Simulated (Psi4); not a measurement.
# BPH6 (SMILES [BH3-][PH3+]) at BHLYP/def2-SVPD

What is the vertical electron affinity of BPH6 at BHLYP/def2-SVPD? 

The calculation is run with Psi4 1.11.

1 further run of the same task is left out (set aside as unsound or not needed).

**1. The structure to begin with**

BPH6 has 8 atoms, charge 0, and is taken as a singlet. SMILES: `[BH3-][PH3+]`. The shape is that of a PBE0-D4/def2-TZVP optimisation.

Bond lengths: B1–P2 1.910 Å, B1–H3 1.209 Å, B1–H4 1.209 Å, B1–H5 1.209 Å, P2–H6 1.408 Å, P2–H7 1.409 Å, P2–H8 1.408 Å. Some angles: B1–P2–H6 118.0°, B1–P2–H7 118.1°, B1–P2–H8 118.0°, P2–B1–H3 103.8°, P2–B1–H4 103.8°, P2–B1–H5 103.8°, H6–P2–H7 99.7°, H6–P2–H8 99.7°, H7–P2–H8 99.7°, H3–B1–H4 114.5°.

**2. Energy and gradient at BHLYP/def2-SVPD**

The input, bh6p.in:

```
memory 1600 mb

molecule {
  0 1
  B
  P 1 1.910234
  H 1 1.209149 2 103.78266
  H 1 1.209077 3 114.50423 2 112.45937
  H 1 1.209159 4 114.502 3 -135.11661
  H 2 1.408393 1 118.03282 4 -179.98103
  H 2 1.408511 6 99.69246 1 129.17104
  H 2 1.408497 6 99.69328 7 101.6758
  symmetry c1
}

set {
  basis def2-SVPD
  reference rks
  puream true
  e_convergence 1e-09
  d_convergence 1e-08
  scf_type pk
  dft_radial_points 99
  dft_spherical_points 590
}

gradient("bhhlyp")
```

The run is started by

```sh
$ psi4 bh6p.in bh6p.out -n 1
```

bh6p.out, shortened:

```text
[...]
  Running in c1 symmetry.
[...]
  Nuclear repulsion =   59.544512680838281
[...]
  Multiplicity = 1
[...]
  Nalpha       = 13
  Nbeta        = 13
[...]
    Number of basis functions: 92
[...]
   @RKS iter   1:  -369.50735702559570   -2.64398e-01   4.39488e-03 ADIIS/DIIS
[...]
   @RKS iter   9:  -369.63448051638625   -1.76783e-11   4.50440e-09 DIIS
[...]
    Orbital Energies [Eh]
    ---------------------
    Doubly Occupied:
       1A    -78.226804     2A     -7.023904     3A     -6.978992
       4A     -5.044835     5A     -5.044835     6A     -5.041970
       7A     -0.796590     8A     -0.581183     9A     -0.503477
      10A     -0.503455    11A     -0.373514    12A     -0.362285
      13A     -0.362275
[...]
  @RKS Final Energy:  -369.63448051638625
   => Energetics <=
    Nuclear Repulsion Energy =             59.5445126808382810
    One-Electron Energy =                -625.8005033316528625
    Two-Electron Energy =                 211.8116787746078273
    DFT Exchange-Correlation Energy =     -15.1901686401793974
    Empirical Dispersion Energy =           0.0000000000000000
    VV10 Nonlocal Energy =                  0.0000000000000000
    Total Energy =                       -369.6344805163862475
[...]
 Multipole Moments:
 ------------------------------------------------------------------------------------
     Multipole            Electronic (a.u.)      Nuclear  (a.u.)        Total (a.u.)
 ------------------------------------------------------------------------------------
 L = 1.  Multiply by 2.5417464519 to convert [e a0] to [Debye]
 Dipole X            :         -0.0005237            0.0004995           -0.0000242
 Dipole Y            :         -0.0005511            0.0005480           -0.0000031
 Dipole Z            :          2.1446343           -0.4936840            1.6509503
 Magnitude           :                                                    1.6509503
[...]
  -Total Gradient:
     Atom            X                  Y                   Z
    ------   -----------------  -----------------  -----------------
       1       -0.000030556853    -0.000002477944     0.006368912525
       2        0.000040833560     0.000017337186    -0.012480835369
       3        0.000000973636    -0.000327387199     0.000613514021
       4        0.000302986958     0.000173729831     0.000608306177
       5       -0.000280313861     0.000159318765     0.000614231827
       6        0.000738765553     0.000428266156     0.001407850284
       7       -0.000000959507    -0.000891695571     0.001438870148
       8       -0.000771848120     0.000442867920     0.001429339091
[...]
```

Run time: 19 s. Hardware: 1 thread of AMD EPYC 7R43 (Zen 3), shared host; peak memory 0.94 GiB.

**3. The doublet anion: a single-point energy at UBHLYP/def2-SVPD**

The input, bh6p.py:

```python
import psi4

psi4.set_memory('1600 MB')
psi4.set_num_threads(1)
psi4.core.set_output_file('run.log', False)

mol = psi4.geometry("""
-1 2
B     -0.556100     0.227200    -0.914000
P      0.433900    -0.181600     0.667700
H     -1.693400     0.343100    -0.520100
H     -0.367800    -0.730200    -1.628000
H     -0.055500     1.254200    -1.309900
H      0.418800     0.755700     1.718800
H      1.823100    -0.380300     0.547100
H      0.089200    -1.345200     1.382600
symmetry c1
""")

psi4.set_options({
    'basis': 'def2-SVPD',
    'reference': 'uks',
    'puream': True,
    'e_convergence': 1e-09,
    'd_convergence': 1e-08,
    'scf_type': 'pk',
    'dft_radial_points': 99,
    'dft_spherical_points': 590,
    'maxiter': 200,
})

e_tot, wfn = psi4.energy('BHHLYP', molecule=mol, return_wfn=True)
psi4.oeprop(wfn, 'QUADRUPOLE', 'MULLIKEN_CHARGES', 'DIPOLE')
print(f'BHHLYP energy: {e_tot:.10f} Eh')
```

The run is started by

```sh
$ python bh6p.py
```

run.log, shortened:

```text
[...]
  Running in c1 symmetry.
[...]
  Nuclear repulsion =   59.544517156228110
[...]
  Multiplicity = 2
[...]
  Nalpha       = 14
  Nbeta        = 13
[...]
    Number of basis functions: 92
[...]
   @UKS iter   1:  -369.27664449957973   -3.36848e-02   6.07083e-03 DIIS/ADIIS
[...]
   @UKS iter  15:  -369.57783107518759   -1.93268e-12   3.94282e-09 DIIS
[...]
   @S^2 Observed:                7.506899751E-01
[...]
  @UKS Final Energy:  -369.57783107518759
   => Energetics <=
    Nuclear Repulsion Energy =             59.5445171562281104
    One-Electron Energy =                -630.3941331011433249
    Two-Electron Energy =                 216.5344309515979830
    DFT Exchange-Correlation Energy =     -15.2626460818704128
    Empirical Dispersion Energy =           0.0000000000000000
    VV10 Nonlocal Energy =                  0.0000000000000000
    Total Energy =                       -369.5778310751875892
[...]
 Multipole Moments:
 ------------------------------------------------------------------------------------
     Multipole            Electronic (a.u.)      Nuclear  (a.u.)        Total (a.u.)
 ------------------------------------------------------------------------------------
 L = 1.  Multiply by 2.5417464519 to convert [e a0] to [Debye]
 Dipole X            :          0.8963653           -0.2562415            0.6401237
 Dipole Y            :         -0.3703963            0.1061634           -0.2642329
 Dipole Z            :          1.4313064           -0.4084037            1.0229027
 Magnitude           :                                                    1.2352762
 L = 2.  Multiply by 1.3450342976 to convert [e a0^2] to [Debye ang]
 Quadrupole XX       :        -67.6647240           36.7326748          -30.9320492
 Quadrupole XY       :          8.9709087           -8.7008271            0.2700816
[...]
  Mulliken Charges: (a.u.)
   Center  Symbol    Alpha    Beta     Spin     Total
       1     B     3.06892  3.13639 -0.06747 -1.20530
       2     P     8.80563  7.60817  1.19745 -1.41380
       3     H     0.43112  0.36345  0.06767  0.20542
       4     H     0.43106  0.36339  0.06767  0.20555
       5     H     0.43112  0.36345  0.06767  0.20543
       6     H     0.27751  0.38840 -0.11089  0.33410
       7     H     0.27727  0.38837 -0.11110  0.33436
       8     H     0.27738  0.38838 -0.11100  0.33425
   Total alpha = 14.00000, Total beta = 13.00000, Total charge = -1.00000
```

On the terminal:

```text
BHHLYP energy: -369.5778310752 Eh
```

It took 34 s on 1 thread of AMD EPYC 7R43 (Zen 3), shared host; peak memory 0.94 GiB.

**4. Outcome**

Level: BHLYP/def2-SVPD.

| quantity | value |
| --- | --- |
| singlet BPH6: total energy | -369.63448 Eh |
| singlet BPH6: dipole moment | 4.20 D |
| singlet BPH6: HOMO energy | -9.86 eV |
| singlet BPH6: LUMO energy | 0.64 eV |
| singlet BPH6: HOMO–LUMO gap | 10.50 eV |
| singlet BPH6: largest force on an atom | 0.642 eV/Å |
| doublet anion: total energy | -369.57783 Eh |
| doublet anion: HOMO energy (highest over α and β) | 2.42 eV |
| doublet anion: LUMO energy (lowest over α and β) | 4.46 eV |
| doublet anion: ⟨S²⟩ | 0.751 |
| vertical electron affinity (to the doublet anion) | -1.542 eV |

**Reading.** The anion lies 1.54 eV (149 kJ/mol) above the neutral: the electron isn't bound at this level, and such a value depends on the basis. The largest force (singlet BPH6) is 0.64 eV/Å: the shape isn't a stationary point for this species at this level. The HOMO (doublet anion) lies at positive energy, 2.42 eV; only total energies tell whether the electron is bound.
